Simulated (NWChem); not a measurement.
Species: SiO cation, doublet; SMILES of the neutral closed-shell parent O=[Si]

Computed with NWChem. Pople sets run with spherical d functions. Spin-unrestricted. The spin multiplicity was typed, not searched, and may not be the lowest. No stability test was run on the SCF state. Each level has its own optimisation; frequencies are unscaled.

```
level            r O–Si (Å)  highest harmonic frequency (cm⁻¹)  zero-point energy (kcal/mol)
---------------  ----------  ---------------------------------  ----------------------------
B3LYP/def2-TZVP       1.523                               1143                           1.6
B3LYP/3-21G           1.600                               1054                           1.5
UHF/STO-3G            1.538                               1214                           1.7
B3LYP/6-31G*          1.538                               1128                           1.6
```
